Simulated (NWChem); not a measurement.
# PBE50/pc-0 run of AlNH4 (AlH2(NH2)), part 1 of 2

Aim: the vertical electron affinity of AlNH4 (AlH2(NH2)) at PBE50/pc-0, from 2 runs. 

Program for the calculation: NWChem 7.3.0.

5 further runs of the same task are left out: 2 that didn't finish, 3 set aside as unsound or not needed.

**1. Starting point**

The species is AlNH4 (6 atoms), meant as a singlet with charge 0. As SMILES, `[H][Al]([H])[NH2]`. The shape comes from GFN2-xTB, which is rough for such elements, and wasn't checked as a minimum.

Bond lengths: Al1–N4 1.775 Å, Al1–H2 1.541 Å, Al1–H3 1.542 Å, N4–H5 1.014 Å, N4–H6 1.014 Å. Angles: Al1–N4–H5 127.0°, Al1–N4–H6 126.7°, H2–Al1–N4 121.7°, H3–Al1–N4 121.7°, H5–N4–H6 106.3°, H2–Al1–H3 116.6°.

**2. Energy and one-electron properties at PBE50/pc-0**

File alh4n.nw:

```
start alh4n
memory total 2200 mb

geometry units au noautosym nocenter noautoz
Al     0.77709318     1.34128981     0.00772898
H      3.68712023     1.42502357     0.07600478
H     -0.60006363     3.90899298    -0.03887167
N     -0.90283555    -1.56282240    -0.01264227
H     -1.51901855    -2.52832127    -1.54914079
H     -1.44229567    -2.58418158     1.51692095
end

basis spherical bse
* library pc-0
end

dft
xc xpbe96 0.5 cpbe96 1.0 hfexch 0.5
mult 1
grid fine
convergence energy 1e-06
mulliken
end

property
quadrupole
efieldgrad
end

task dft property
```

Started as:

```bash
$ nwchem alh4n.nw > alh4n.out
```

Output:

```text
Northwest Computational Chemistry Package (NWChem) 7.3.0
             --------------------------------------------------------

           Job information
           ---------------

    nwchem branch   = 7.3.0
    use scalapack   = T
    input           = alh4n.nw
    prefix          = alh4n.
    data base       = ./alh4n.db
    status          = startup
    nproc           =        1

           Memory information
           ------------------

    heap     =     72089594 doubles =      550.0 Mbytes
    stack    =     72089599 doubles =      550.0 Mbytes
    global   =    144179200 doubles =     1100.0 Mbytes (distinct from heap & stack)
    total    =    288358393 doubles =     2200.0 Mbytes
    verify   = yes
    hardfail = no

           Directory information
           ---------------------

  0 permanent = .
  0 scratch   = .

                                NWChem Input Module
                                -------------------

                             Geometry "geometry" -> ""
                             -------------------------

 Output coordinates in a.u. (scale by  1.000000000 to convert to a.u.)

  No.       Tag          Charge          X              Y              Z
 ---- ---------------- ---------- -------------- -------------- --------------
    1 Al                  13.0000     0.77709318     1.34128981     0.00772898
    2 H                    1.0000     3.68712023     1.42502357     0.07600478
    3 H                    1.0000    -0.60006363     3.90899298    -0.03887167
    4 N                    7.0000    -0.90283555    -1.56282240    -0.01264227
    5 H                    1.0000    -1.51901855    -2.52832127    -1.54914079
    6 H                    1.0000    -1.44229567    -2.58418158     1.51692095

      Atomic Mass
      -----------

      Al                26.981540
      H                  1.007825
      N                 14.003070

 Effective nuclear repulsion energy (a.u.)      52.4972813243

            Nuclear Dipole moment (a.u.)
            ----------------------------
        X                 Y               Z
 ---------------- ---------------- ----------------
     3.9081048700     6.7185244300     0.0168941200

            XYZ format geometry
            -------------------
     6
 geometry
 Al                    0.41122003     0.70978005     0.00409000
 H                     1.95114014     0.75409005     0.04022000
 H                    -0.31754002     2.06855015    -0.02057000
 N                    -0.47776003    -0.82701006    -0.00669000
 H                    -0.80383006    -1.33793009    -0.81977006
 H                    -0.76323005    -1.36749010     0.80272006

 ==============================================================================
                                internuclear distances
 ------------------------------------------------------------------------------
       center one      |      center two      | atomic units |       a.u.
 ------------------------------------------------------------------------------
    2 H                |   1 Al               |     2.91203  |     2.91203
    3 H                |   1 Al               |     2.91407  |     2.91407
    4 N                |   1 Al               |     3.35506  |     3.35506
    5 H                |   4 N                |     1.91643  |     1.91643
    6 H                |   4 N                |     1.91670  |     1.91670
 ------------------------------------------------------------------------------
                         number of included internuclear distances:          5
 ==============================================================================

 ==============================================================================
                                 internuclear angles
 ------------------------------------------------------------------------------
        center 1       |       center 2       |       center 3       |  degrees
 ------------------------------------------------------------------------------
    2 H                |   1 Al               |   3 H                |   116.57
    2 H                |   1 Al               |   4 N                |   121.70
    3 H                |   1 Al               |   4 N                |   121.73
    1 Al               |   4 N                |   5 H                |   127.01
    1 Al               |   4 N                |   6 H                |   126.68
    5 H                |   4 N                |   6 H                |   106.31
 ------------------------------------------------------------------------------
                            number of included internuclear angles:          6
 ==============================================================================

 Summary of "ao basis" -> "" (spherical)
 ------------------------------------------------------------------------------
       Tag                 Description            Shells   Functions and Types
 ---------------- ------------------------------  ------  ---------------------
 *                            pc-0                    on all atoms

  pbe96 is a nonlocal functional; adding pw91lda local functional.
                              NWChem Property Module
                              ----------------------

  itol2e modified to match energy
  convergence criterion.

                                 NWChem DFT Module
                                 -----------------

                      Basis "ao basis" -> "ao basis" (spherical)
                      -----
  [basis functions not shown]

[... 18 lines left out ...]
  convergence criterion.
[... 15 lines left out ...]
          Convergence on energy requested:  1.00D-07
          Convergence on density requested:  1.00D-05
          Convergence on gradient requested:  5.00D-04
[... 20 lines left out ...]
          Spatial weights used:  Erf1
[... 1 line left out ...]
          Convergence Information
[... 1 line left out ...]
          Convergence aids based upon iterative change in
          total energy or number of iterations.
[... 56 lines left out ...]
   convergence    iter        energy       DeltaE   RMS-Dens  Diis-err    time
[... 8 lines left out ...]
         Total DFT energy =     -299.152311341461
      One electron energy =     -517.819795627695
           Coulomb energy =      193.077004756591
    Exchange-Corr. energy =      -26.906801794654
 Nuclear repulsion energy =       52.497281324296
[... 5 lines left out ...]
                       DFT Final Molecular Orbital Analysis
[... 301 lines left out ...]
   Quadrupole moments in atomic units

   Component  Electronic+nuclear     Point charges             Total
  --------------------------------------------------------------------------
      XX           -4.3373129566          0.0000000000         -4.3373129566
      YY           -1.8369343671          0.0000000000         -1.8369343671
      ZZ            6.1742473236          0.0000000000          6.1742473236
      XY            2.2099428725          0.0000000000          2.2099428725
      XZ           -0.0761399456          0.0000000000         -0.0761399456
      YZ           -0.0129115722          0.0000000000         -0.0129115722

   Quadrupole moments in buckingham(s)

   Component  Electronic+nuclear     Point charges             Total
  --------------------------------------------------------------------------
      XX           -5.8332999058          0.0000000000         -5.8332999058
      YY           -2.4705132365          0.0000000000         -2.4705132365
      ZZ            8.3038131423          0.0000000000          8.3038131423
[... 4 lines of this table left out ...]
 1 a.u. = 1.344911 Buckinghams = 1.344911 10**(-26) esu*cm**2

          -----------------------
          Electric field gradient
          -----------------------

 1 a.u. = 0.324123 10**(16) esu/cm**3  ( or statvolts/cm**2 ) = 0.97174 10**(22) v/m**2

 ------------------------------------------------------------
   Atom      X         Y         Z
 ------------------------------------------------------------
    1 Al   0.77709   1.34129   0.00773
 ------------------------------------------------------------

 Electric field gradient in molecular frame (a.u.)
         XX             YY             ZZ             XY             XZ             YZ
 ------------------------------------------------------------------------------------------
        0.737823       0.655886      -1.393708      -0.070405       0.046673      -0.010980

 Principal components (a.u.) and orientation
 of principal axis w.r.t. absolute frame                      Asymmetry parameter eta
 --------------------------------------------------------------------------------------
       -1.394773       0.779283       0.615491                       0.117433

       -0.021728       0.867564       0.496851
        0.004607      -0.496876       0.867809
        0.999753       0.021145       0.006799

 ------------------------------------------------------------
   Atom      X         Y         Z
 ------------------------------------------------------------
    2 H    3.68712   1.42502   0.07600
 ------------------------------------------------------------

 Electric field gradient in molecular frame (a.u.)
         XX             YY             ZZ             XY             XZ             YZ
 ------------------------------------------------------------------------------------------
       -0.151198       0.082350       0.068847      -0.005836      -0.005314      -0.000069

 Principal components (a.u.) and orientation
 of principal axis w.r.t. absolute frame                      Asymmetry parameter eta
 --------------------------------------------------------------------------------------
       -0.151472       0.082497       0.068975                       0.089265

        0.999398      -0.025072      -0.023990
        0.024952       0.999675      -0.005280
        0.024115       0.004678       0.999698

 ------------------------------------------------------------
   Atom      X         Y         Z
 ------------------------------------------------------------
    3 H   -0.60006   3.90899  -0.03887
 ------------------------------------------------------------

 Electric field gradient in molecular frame (a.u.)
         XX             YY             ZZ             XY             XZ             YZ
 ------------------------------------------------------------------------------------------
        0.029385      -0.098029       0.068644       0.097546      -0.001659       0.003273

 Principal components (a.u.) and orientation
 of principal axis w.r.t. absolute frame                      Asymmetry parameter eta
 --------------------------------------------------------------------------------------
       -0.150890       0.082186       0.068704                       0.089347

       -0.475946       0.879356      -0.014425
        0.879316       0.476108       0.011190
       -0.016708       0.007358       0.999833

 ------------------------------------------------------------
   Atom      X         Y         Z
 ------------------------------------------------------------
    4 N   -0.90284  -1.56282  -0.01264
 ------------------------------------------------------------

 Electric field gradient in molecular frame (a.u.)
         XX             YY             ZZ             XY             XZ             YZ
 ------------------------------------------------------------------------------------------
        0.700742       0.001322      -0.702064      -0.611100      -0.040239       0.024714

 Principal components (a.u.) and orientation
 of principal axis w.r.t. absolute frame                      Asymmetry parameter eta
 --------------------------------------------------------------------------------------
        1.056387      -0.703335      -0.353052                       0.331586

        0.864745       0.021507       0.501751
       -0.501494      -0.016408       0.865006
       -0.026837       0.999634       0.003403

 ------------------------------------------------------------
   Atom      X         Y         Z
 ------------------------------------------------------------
    5 H   -1.51902  -2.52832  -1.54914
 ------------------------------------------------------------

 Electric field gradient in molecular frame (a.u.)
         XX             YY             ZZ             XY             XZ             YZ
 ------------------------------------------------------------------------------------------
        0.185021       0.054427      -0.239449      -0.134950      -0.172593      -0.265097

 Principal components (a.u.) and orientation
 of principal axis w.r.t. absolute frame                      Asymmetry parameter eta
 --------------------------------------------------------------------------------------
       -0.467987       0.269807       0.198180                       0.153053

        0.316118       0.863538       0.392902
        0.492983      -0.503353       0.709650
        0.810578      -0.030639      -0.584829

 ------------------------------------------------------------
   Atom      X         Y         Z
 ------------------------------------------------------------
    6 H   -1.44230  -2.58418   1.51692
 ------------------------------------------------------------

 Electric field gradient in molecular frame (a.u.)
         XX             YY             ZZ             XY             XZ             YZ
 ------------------------------------------------------------------------------------------
        0.201480       0.033785      -0.235264      -0.126689       0.145636       0.281947

 Principal components (a.u.) and orientation
 of principal axis w.r.t. absolute frame                      Asymmetry parameter eta
 --------------------------------------------------------------------------------------
       -0.467630       0.269709       0.197921                       0.153515

       -0.274649       0.865397       0.419113
       -0.523073      -0.500206       0.690065
        0.806823      -0.029701       0.590047

 Task  times  cpu:        0.8s     wall:        0.8s
 Total times  cpu:        0.8s     wall:        0.8s
```

Run time: 1.3 s. Hardware: 1 thread of AMD EPYC 9R05 (Zen 5), shared host; peak memory 0.11 GiB.

Atomic charges (e):

| atom | Mulliken | Löwdin |
| --- | --- | --- |
| Al1 | +0.970 | +0.840 |
| H2 | -0.280 | -0.270 |
| H3 | -0.280 | -0.270 |
| N4 | -1.010 | -0.670 |
| H5 | +0.300 | +0.180 |
| H6 | +0.300 | +0.180 |

(Continued in part 2 of 2.)
